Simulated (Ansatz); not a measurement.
Input for Ansatz (development build ahead of 0.2.0):

```yaml
crystal:
  periodic: [false, false, false]
  atoms:
    - { symbol: H, position_ang: [0.0, 0.0, -0.42182] }
    - { symbol: F, position_ang: [0.0, 0.0, 0.42182] }
basis:
  gaussian: { orbitals: cc-pVTZ }
hamiltonian:
  xc: hf
correlation:
  method: ccsd_t
  frozen_orbitals: { F: 1, H: 0 }
```

The input is written out in the form of the current development build from the run's settings.

Results

- Converged: yes
- Reference energy: -100.05408 hartree
- Correlation energy: -0.27692 hartree
- Total energy: -100.33100 hartree
